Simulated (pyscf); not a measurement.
Single points on ωB97X-D3(BJ)/def2-SVP structures (PySCF, gas phase). Correlated levels are frozen-core, on RHF or UHF. ΔMP2 is the change of the MP2 total energy from the triple- to the quadruple-zeta basis.

### Question
Estimate by transition-state theory the rate constant of F–SiH₃ (SMILES F[SiH3]) + SiH₂ (SMILES [SiH2]) [singlet] -> SiH₄ (SMILES [SiH4]) + F–SiH: (SMILES F[SiH]) [singlet] (singlet surface; F–Si, H–Si broken, H–Si, F–Si formed) at 1200 K, with CCSD(T)/def2-TZVPP + ΔMP2(QZVPP) energies (ideal gas, 1 atm, RRHO with modes under 100 cm⁻¹ raised to 100, one conformer, R ln 2 for rigid chiral ones; no tunnelling).

### Answer
The electronic barrier is 4.8 kcal/mol and the thermal terms add +44.4, so ΔG‡ = 49.3 kcal/mol. With k_BT/h = 2.50e+13 s⁻¹ and RT = 2.385 kcal/mol, and a volume of 1.64e-19 cm³ per molecule at 1 atm, k = 4.4e-15 cm³ molecule⁻¹ s⁻¹. Wigner's tunnelling factor for 242i cm⁻¹ would be 1.00. A shift of 1 kcal/mol in the barrier changes k by a factor 1.5. On the reactant side the descent ends in an adduct with a F–Si contact, 9.9 kcal/mol under the separated species and 9.0 kcal/mol under the saddle at ωB97X-D3(BJ)/def2-TZVP. On the product side the descent ends in a complex, 7.7 kcal/mol under the separated species and 16.1 kcal/mol under the saddle at ωB97X-D3(BJ)/def2-TZVP. What is counted as formed (F–Si) is already present as a longer contact in the reactant adduct; forming that adduct is a step of its own. At the saddle there is also a short Si–Si contact that neither side keeps. At ωB97X-D3(BJ) the barrier from the zero used here is -0.8 kcal/mol. One saddle was located; it need not be the lowest between these sides. The CCSD(T) − MP2 part came from Ansatz, without density fitting, on the same reference.
